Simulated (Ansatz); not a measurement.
Coupled-cluster diagnostics for Si₃ (the lowest singlet isomer of a short search), Ansatz.

Geometry of the singlet (PBE-D4/def2-TZVP):

```xyz
3

Si   -0.629   -0.260    0.867
Si    0.802    1.284    0.266
Si   -0.172   -1.023   -1.133
```

Correlated methods freeze 15 core orbitals. The structure comes from a short search, and lower isomers may exist.

Geometry of the charge 0 triplet (PBE-D4/def2-TZVP):

| atom | x (Å) | y (Å) | z (Å) |
| --- | --- | --- | --- |
| Si1 | 1.308 | -0.184 | 0.098 |
| Si2 | -0.803 | -1.037 | -0.171 |
| Si3 | -0.504 | 1.221 | 0.073 |

Geometry of the charge 0 quintet (PBE-D4/def2-TZVP):

```csv
atom,x (Å),y (Å),z (Å)
Si1,0.585,-1.120,0.169
Si2,-0.817,0.457,1.051
Si3,0.232,0.663,-1.220
```

Question: Estimate the CCSD(T) correlation energy, the shares of MP2 and (T), T1 and the reference's ⟨S²⟩ for: charge 0, singlet, own geometry in def2-TZVPP; charge 0, singlet, own geometry in def2-TZVPD; charge 0, triplet, own geometry in def2-TZVPP; charge 0, quintet, own geometry in def2-TZVPP; charge 1, doublet, vertical in def2-TZVPP; charge -1, doublet, vertical in def2-TZVPD; and the rough time on 2 threads of Arm Neoverse V2 on a shared host.

Answer: 
| state | basis | correlation (eV) | MP2 share (%) | (T) share (%) | T1 | ⟨S²⟩ (pure) | wall time | remarks |
| --- | --- | --- | --- | --- | --- | --- | --- | --- |
| charge 0, singlet, own geometry | def2-TZVPP | -9.905 | 85.7 | 8.2 | 0.031 | 0.00 (0.00) | 2.9 s | large T1, restricted SCF unstable |
| charge 0, singlet, own geometry | def2-TZVPD | -9.827 | 85.4 | 8.3 | 0.032 | 0.00 (0.00) | 3.1 s | large T1, restricted SCF unstable |
| charge 0, triplet, own geometry | def2-TZVPP | -9.424 | 84.6 | 7.8 | 0.030 | 2.03 (2.00) | 6 s | – |
| charge 0, quintet, own geometry | def2-TZVPP | -8.520 | 80.2 | 7.6 | 0.059 | 6.44 (6.00) | 6.5 s | large T1, spin-contaminated |
| charge 1, doublet, vertical | def2-TZVPP | -8.624 | 74.1 | 8.8 | 0.150 | 1.60 (0.75) | 18 s | large T1, spin-contaminated |
| charge -1, doublet, vertical | def2-TZVPD | -10.103 | 83.1 | 8.1 | 0.062 | 1.08 (0.75) | 9.5 s | large T1, spin-contaminated |
Customary marks for T1 are 0.02 (closed shells), 0.045 (open shells) and about 0.05 (3d metals). T1 exceeds 0.02 in 6 of 6 rows and 0.045 in 3; the higher it lies, the less the single-reference result can be trusted.
